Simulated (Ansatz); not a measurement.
`C=C(Cl)CF` + H₂ → `C=C(C)Cl` + H–F at 400 K and 1 bar (hydrogenolysis of a C–F bond).

Computed with Ansatz on PBE0-D4/def2-TZVP structures; ΔE is electronic, products minus reactants. CBS: MP2 limit from def2 TZ/QZ plus the TZ coupled-cluster correction, frozen cores. This one scheme is used for every species. One conformer a species, not always the lowest.

```csv
species,CCSD(T)/CBS energy (Eh),H − E (kJ/mol),S (J/(mol·K))
`C=C(Cl)CF`,-676.10310,194.3,339.9
H₂,-1.17544,38.0,139.0
`C=C(C)Cl`,-576.92662,210.1,318.6
H–F,-100.39570,36.5,182.2
```

H − E and S are ideal-gas, rigid-rotor, harmonic terms from PBE0-D4/def2-TZVP, for one conformer and one mirror image of each species. The MP2-based limit puts H₂ 0.8 mEh under its directly extrapolated value; such offsets cancel only in part. 1 Eh = 2625.50 kJ/mol, R = 8.31446 J/(mol·K).

Question: By hand: ΔE, ΔH, ΔS and ΔG.

Answer: ΔE = (-576.92662) + (-100.39570) − (-676.10310) − (-1.17544) = -0.04378 Eh = -114.9 kJ/mol. Δ(H − E) = 210.1 + 36.5 − 194.3 − 38.0 = 14.3, so ΔH = -100.6 kJ/mol. ΔS = 318.6 + 182.2 − 339.9 − 139.0 = 21.9 J/(mol·K). ΔG = -100.6 − 400 × (21.9)/1000 = -109.4 kJ/mol.

Question: By hand: the equilibrium constant, and the temperature at which ΔG would vanish if ΔH and ΔS stayed fixed.

Answer: log₁₀ K = −ΔG/(RT ln 10) = 14.3. ΔH and −TΔS have one sign here, so there is no such temperature.

ΔH outweighs TΔS. A doubt of 5 kJ/mol in ΔE shifts log₁₀ K by 0.7 here. Other conformers and mirror images would add mixing entropy, several J/(mol·K) or more a flexible species. These are equilibria of isolated gas molecules and say nothing of rates. Largest T1 diagnostic: 0.011 (customary marks: 0.02 for closed shells, 0.045 for open ones).
